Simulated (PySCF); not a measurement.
# H2O (water) at 6 levels

Aim: a comparison of 6 runs (B2PLYP/6-31G, M06-2X/6-31G, r2SCAN/6-31G, UMP2/6-31G, BCCD(T)/6-31G, UCCSD(T)/6-31G) of H2O (water). 

The calculation is run with PySCF 2.14.0.

**1. The system as given**

H2O has 3 atoms, charge 0, and is taken as a singlet. SMILES: `O`. The O1–H3 distance was set to 1.439 Å, away from the relaxed value. At this shape a bond of the SMILES string is far longer than usual.

Bond lengths: O1–H2 0.960 Å. A long bond or contact: O1–H3 1.439 Å.

**2. A single-point energy at B2PLYP/6-31G (run 1)**

run.py reads:

```python
from pyscf import gto, dft, mp

mol = gto.M(
    atom='''
O     -0.372153     0.674621    -0.123549
H      0.397047     1.022821     0.332351
H     -0.163800    -0.748600    -0.174700
''',
    charge=0,
    max_memory=1860,
    verbose=3,
    basis='6-31g',
)

myscf = dft.RKS(mol, xc='0.53*HF + 0.47*B88, 0.73*LYP')
myscf.grids.level = 5
myscf.conv_tol = 1e-10
myscf.kernel()
if not myscf.converged:
    myscf = myscf.newton().run(myscf.mo_coeff, myscf.mo_occ)

pt = mp.MP2(myscf, frozen=1).run()
etot = myscf.e_tot + 0.27 * pt.e_corr
print('PT2 part  %.8f' % (0.27 * pt.e_corr))
print(f'total energy: {etot:.8f} hartree')
```

Started as:

```sh
OMP_NUM_THREADS=1 python run.py
```

Log:

```text
converged SCF energy = -76.1653861727484
E(RMP2) = -76.3563840407549  E_corr = -0.190997868006566
E(SCS-RMP2) = -76.3583409198215  E_corr = -0.19295474707314
PT2 part  -0.05156942
total energy: -76.21695560 hartree
```

Wall time 1.1 s (1 thread of Arm Neoverse V2, shared host); peak memory 0.16 GiB.

**3. A single-point energy at M06-2X/6-31G (run 2)**

calc.py reads:

```python
from pyscf import gto, dft

mol = gto.Mole()
mol.atom = '''
O     -0.372153     0.674621    -0.123549
H      0.397047     1.022821     0.332351
H     -0.163800    -0.748600    -0.174700
'''
mol.max_memory = 1860
mol.charge = 0
mol.spin = 0
mol.verbose = 3
mol.basis = '6-31g'
mol.build()

ks = dft.RKS(mol, xc='m06-2x')
ks.conv_tol = 1e-10
ks.grids.level = 5
ks.kernel()
if not ks.converged:
    ks = ks.newton().run(ks.mo_coeff, ks.mo_occ)

e_final = ks.e_tot
print('E(%s) = %.9f' % ('M06-2X', e_final))
```

Started as:

```sh
OMP_NUM_THREADS=1 python calc.py
```

Log:

```text
converged SCF energy = -76.2682756064274
E(M06-2X) = -76.268275606
```

It took 1.3 s on 1 thread of Arm Neoverse V2, shared host; peak memory 0.16 GiB.

Run 3 isn't shown in full; the table further down has it.

**4. A single-point energy at UMP2/6-31G (run 4)**

job.py reads:

```python
from pyscf import gto, scf, mp

system = gto.M(
    atom='O -0.372153 0.674621 -0.123549; H 0.397047 1.022821 0.332351; H -0.163800 -0.748600 -0.174700',
    verbose=3,
    max_memory=1860,
    basis='6-31g',
)

mf = scf.UHF(system)
mf.conv_tol = 1e-10
mf.kernel()
if not mf.converged:
    mf = mf.newton().run(mf.mo_coeff, mf.mo_occ)
for _ in range(3):
    mo, _, stable, _ = mf.stability(return_status=True)
    if stable:
        break
    mf.kernel(mf.make_rdm1(mo, mf.mo_occ))

pt = mp.MP2(mf, frozen=1).run()
energy = pt.e_tot
print('E(%s) = %.9f' % ('MP2', energy))
```

Started as:

```sh
OMP_NUM_THREADS=1 python job.py
```

Log:

```text
converged SCF energy = -75.88743819723  <S^2> = 1.9526603e-11  2S+1 = 1
<class 'pyscf.scf.uhf.UHF'> wavefunction has an internal instability
converged SCF energy = -75.8929160078138  <S^2> = 0.32940692  2S+1 = 1.5223757
<class 'pyscf.scf.uhf.UHF'> wavefunction is stable in the internal stability analysis
E(UMP2) = -76.0159785732431  E_corr = -0.123062565429298
E(SCS-UMP2) = -76.0151780033907  E_corr = -0.122261995576907
E(MP2) = -76.015978573
```

Wall time 0.6 s (1 thread of Arm Neoverse V2, shared host); peak memory 0.12 GiB.

Run 5 isn't shown in full; the table further down has it.

**5. The energy at UCCSD(T)/6-31G (run 6)**

input.py reads:

```python
from pyscf import gto, cc

mol = gto.M(
    atom='O -0.372153 0.674621 -0.123549; H 0.397047 1.022821 0.332351; H -0.163800 -0.748600 -0.174700',
    max_memory=1860,
    verbose=3,
    spin=0,
    basis='6-31g',
)

calc0 = mol.UHF()
calc0.conv_tol = 1e-10
calc0.kernel()
if not calc0.converged:
    calc0 = calc0.newton().run(calc0.mo_coeff, calc0.mo_occ)
for _ in range(3):
    mo, _, stable, _ = calc0.stability(return_status=True)
    if stable:
        break
    calc0.kernel(calc0.make_rdm1(mo, calc0.mo_occ))

mycc = cc.CCSD(calc0, frozen=1)
mycc.kernel()
e_t = mycc.ccsd_t()
e_tot = mycc.e_tot + e_t
print('Final energy', e_tot)
```

Started as:

```sh
OMP_NUM_THREADS=1 python input.py
```

Log:

```text
converged SCF energy = -75.88743819723  <S^2> = 1.9526603e-11  2S+1 = 1
<class 'pyscf.scf.uhf.UHF'> wavefunction has an internal instability
converged SCF energy = -75.8929160078138  <S^2> = 0.32940692  2S+1 = 1.5223757
<class 'pyscf.scf.uhf.UHF'> wavefunction is stable in the internal stability analysis
E(UCCSD) = -76.04796081407721  E_corr = -0.1550448062634229
UCCSD(T) correction = -0.00197300551950675
Final energy -76.04993381959672
```

Run time: 0.7 s. Hardware: 1 thread of Arm Neoverse V2, shared host; peak memory 0.12 GiB.

**6. The series**

```
run           level  frozen core orbitals  integration grid  energy (Eh)  dipole moment (D) of the reference  HOMO energy (eV)  LUMO energy (eV)  wall time
  1    B2PLYP/6-31G                     1                 5   -76.216956                                2.43            -10.18              0.02      1.1 s
  2    M06-2X/6-31G                     –                 5   -76.268276                                2.46            -10.05             -0.31      1.3 s
  3    r2SCAN/6-31G                     –                 5   -76.267593                                2.35             -6.54             -2.35      1.4 s
  4      UMP2/6-31G                     1                 –   -76.015979                                2.25            -13.09              3.29      0.6 s
  5   BCCD(T)/6-31G                     1                 –   -76.050373                                   –                 –                 –     0.76 s
  6  UCCSD(T)/6-31G                     1                 –   -76.049934                                2.25            -13.09              3.29      0.7 s
```

**7. Outcome**

| quantity | value |
| --- | --- |
| run 6: total energy | -76.04993 Eh |
| run 6: dipole moment (Hartree–Fock density) | 2.25 D |
| run 6: HOMO energy (Hartree–Fock orbitals) | -13.09 eV |
| run 6: LUMO energy (Hartree–Fock orbitals) | 3.29 eV |
| run 6: HOMO–LUMO gap (Hartree–Fock orbitals) | 16.38 eV |
| run 6: correlation energy (1 core orbital frozen) | -157.0 mEh |
| run 6: (T) correction | -1.97 mEh |
| run 6: ⟨S²⟩ of the reference determinant | 0.329 |
| run 6: T1 diagnostic | 0.084 |

In words: Over runs 1, 2, 3 the dipole moment (its size) runs from 2.35 D (r2SCAN/6-31G) to 2.46 D (M06-2X/6-31G). Over runs 1, 2, 3 the HOMO–LUMO gap runs from 4.19 eV (r2SCAN/6-31G) to 10.20 eV (B2PLYP/6-31G). A double hybrid's value is that of its SCF part. Totals of different functionals can't be ranked against each other. Spin contamination of the reference: run 4 ⟨S²⟩ = 0.33, run 6 ⟨S²⟩ = 0.33. All runs together took 5.9 s, the longest 1.4 s.
